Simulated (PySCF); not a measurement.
# How well do the runs reproduce experiment for trans-2-butene?

**The experiment to reproduce.**

NIST CCCBDB Release 22 (SRD 101), experimental polarizabilities lists, for the gas: mean polarisability 7.88 Å³.

How close the calculation comes is told at the end.

Species: trans-2-butene, C4H8.
Numbering: `[CH3:1]/[CH:2]=[CH:3]/[CH3:4]` (hydrogens: H5, H6, H7 on C1; H8 on C2; H9 on C3; H10, H11, H12 on C4)

Structure used (GFN2-xTB), in Å, numbered top down from 1:
```xyz
12
C4H8 angstrom
C      1.9399   -0.1384   -0.0980
C      0.4833   -0.1598   -0.4236
C     -0.4831    0.1597    0.4198
C     -1.9398    0.1380    0.0938
H      2.3738   -1.1280   -0.2405
H      2.1054    0.1712    0.9310
H      2.4647    0.5494   -0.7609
H      0.2381   -0.4637   -1.4339
H     -0.2377    0.4649    1.4296
H     -2.3745    1.1269    0.2398
H     -2.1037   -0.1681   -0.9368
H     -2.4652   -0.5529    0.7536
```

The PySCF runs (gas phase, on this GFN2-xTB geometry; no spin–orbit coupling):

| level | job | basis functions | wall time |
| --- | --- | --- | --- |
| CAM-B3LYP/def2-SVPD | 8 singlets by full TDDFT, 3 Tamm–Dancoff triplets, polarisability | 144 | 10 s |

Hardware: one thread, Arm Neoverse V2, no GPU, on a shared host.

Results beside the measurements:

**Mean polarisability.** Measured: 7.88 Å³ (NIST CCCBDB Release 22 (SRD 101), experimental polarizabilities).

```json
{"level": "CAM-B3LYP/def2-SVPD", "computed (Å³)": "7.61", "computed − measured (Å³)": "-0.27", "% (from the printed values)": "-3"}
```

The computed values are static and purely electronic, with core orbitals frozen in the response (1 au = 0.148185 Å³). The table of measured values doesn't say here whether a value is static or optical, or holds a vibrational part.

The geometry is computed, not the measured one. Where a level misses, the cause wasn't examined.
